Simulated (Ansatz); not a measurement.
C2H6N2S (`CNC(N)=S`), relaxed with RKS PBE0-D4/def2-TZVP in Ansatz 0.2.0 from a PBE-D4/def2-SVP geometry. The force threshold is 0.005 eV/Å; the program also tests the step.

Total charge 0; spin multiplicity 1.

Start:

```xyz
11

C     0.969    0.921    0.486
N    -0.445    0.657    0.351
C    -1.000   -0.473   -0.181
N    -0.117   -1.390   -0.690
S    -2.657   -0.735   -0.170
H     1.113    1.869    1.036
H     1.493    0.117    1.052
H     1.479    1.036   -0.499
H    -1.128    1.298    0.753
H    -0.544   -2.170   -1.188
H     0.836   -1.129   -0.951
```

Problem. By how much does the energy fall, and how many steps does the optimiser take? (An estimate is asked.)

Solution. Computed: 5.65 kJ/mol, in 9 steps, 1 of them rejected.

Problem. Which bonds change most? (An estimate is asked.)

Solution. Computed: N2–C3 from 1.367 to 1.346 Å; C3–N4 from 1.371 to 1.351 Å; C1–H8 from 1.115 to 1.097 Å; C1–H7 from 1.114 to 1.095 Å.

Problem. Give the relaxed structure. (An estimate is asked.)

Solution. Ansatz gave: 
```xyz
11

C     0.964    0.911    0.471
N    -0.443    0.637    0.367
C    -0.991   -0.465   -0.180
N    -0.125   -1.362   -0.699
S    -2.636   -0.715   -0.190
H     1.102    1.842    1.018
H     1.492    0.121    1.017
H     1.434    1.035   -0.512
H    -1.110    1.275    0.764
H    -0.531   -2.137   -1.191
H     0.842   -1.142   -0.864
```
